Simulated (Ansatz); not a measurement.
How methods differ on SiH2SF (SMILES F[SiH]S)

SiH2SF: 5 atoms, total charge 0, spin state doublet. SMILES: `F[SiH]S`. The shape is that of a PBE0-D4/def2-TZVP optimisation. This is one conformer, not always the lowest.

```xyz
5

F    -1.2423   -0.5272    1.1342
Si   -0.6294   -0.1680   -0.3033
S     1.4007    0.4385   -0.1918
H    -0.6218   -1.4165   -1.1155
H     1.1427    1.5995    0.4350
```

Quantity: the energy change with the Si2–H4 bond stretched from 1.489 to 2.979 Å, in eV. The values are calculated.

```
          level                    kind  program  value (eV)  less CCSD(T)/STO-3G  CPU time (all runs)
     UHF/STO-3G            Hartree–Fock   Ansatz        3.35                +0.14               0.61 s
  USVWN5/STO-3G                     LDA   Ansatz        3.76                +0.55                  3 s
U-revPBE/STO-3G                     GGA   Ansatz        3.40                +0.19                5.5 s
U-r2SCAN/STO-3G                meta-GGA   Ansatz        3.55                +0.34                 15 s
   UPBE0/STO-3G           global hybrid   Ansatz        3.57                +0.36                5.4 s
  UHSE06/STO-3G  range-separated hybrid   Ansatz        3.57                +0.36                  7 s
 RPA@PBE/STO-3G                     RPA   Ansatz        3.24                +0.03                6.4 s
    UMP2/STO-3G     perturbation theory   Ansatz        3.26                +0.05               0.67 s
UCCSD(T)/STO-3G   coupled cluster or CI   Ansatz        3.21                 0.00                  1 s
   UCCSD/STO-3G   coupled cluster or CI   Ansatz        3.29                +0.08                1.1 s
```

Differences are taken from UCCSD(T)/STO-3G for orientation; it has basis-set and higher-order errors of its own. At this stretch a single reference begins to fail. The first shape isn't each level's own minimum. The values span 3.21 to 3.76 eV. Spin contamination of the reference (⟨S²⟩ at least 0.1 too high) touches UHF/STO-3G, UMP2/STO-3G, UCCSD(T)/STO-3G, UCCSD/STO-3G. All rows use very small basis sets, so even the best lies far from the true value. Times are those of the runs behind each value, whatever else they computed, on shared processors of several kinds: orders of magnitude only.
